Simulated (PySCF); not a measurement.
Working with the constants of NaP

PBE0 constants of NaP, ³Σ⁻ (triplet), unpaired electrons π ↑↑ (basis Na def2-TZVP, P def2-TZVP; no relativity; PySCF 2.14; masses 22.9898 and 30.9738 u):

| Item | Value |
| --- | --- |
| ωe | 281.1 cm⁻¹ |
| ωexe | 1.47 cm⁻¹ |
| Be | 0.18168 cm⁻¹ |
| αe | 0.00137 cm⁻¹ |
| De to Na + P | 1.34 eV |

(1) What force constant and bond length do these constants imply?

(2) Estimate the centrifugal constant D from the Kratzer relation and find the Dunham coefficient a1.

The state was picked by a PBE0 search and need not be the measured ground state.

## Answers

(1) Reduced mass μred = 13.196 u; k = 5.8918×10⁻⁷·μred·ωe² (u, cm⁻¹, mdyn/Å) = 0.614 mdyn/Å; Re = √(16.8576/(μred·Be)) (u, cm⁻¹, Å) = 2.652 Å.

(2) D = 4Be³/ωe² = 3.04e-07 cm⁻¹; a1 = −1 − αeωe/(6Be²) = -2.94.
